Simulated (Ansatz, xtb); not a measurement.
Molecule: acetamide, C$_{2}$H$_{5}$NO (charge 0, singlet). SMILES: C(C)(=O)N
Geometry from a B3LYP-D3(BJ)/def2-TZVP (Ansatz, an electronic-structure program) optimisation:
```
C
O 1 1.2153
N 1 1.3630 2 122.17
H 3 1.0030 1 122.47 2 -179.98
H 3 1.0062 4 119.16 1 -179.92
C 1 1.5156 2 122.10 3 -179.97
H 6 1.0899 1 108.49 2 -57.78
H 6 1.0899 7 109.20 1 124.50
H 6 1.0900 7 107.54 8 118.34
```
Charge 0, spin multiplicity 1.

Harmonic wavenumbers from GFN2-xTB (xtb, at its own minimum), cm⁻¹: 79, 277, 401, 510, 522, 598, 872, 978, 1004, 1064, 1290, 1371, 1452, 1463, 1469, 1776, 3030, 3032, 3072, 3477, 3551.

Q: Give the harmonic wavenumbers at B3LYP-D3(BJ)/def2-TZVP (Ansatz, finite differences of forces, unscaled).

A: 25, 197, 433, 525, 547, 672, 843, 987, 1058, 1121, 1345, 1400, 1474, 1490, 1623, 1767, 3051, 3123, 3124, 3586, 3720 cm⁻¹. Zero-point energy 45.9 kcal/mol.
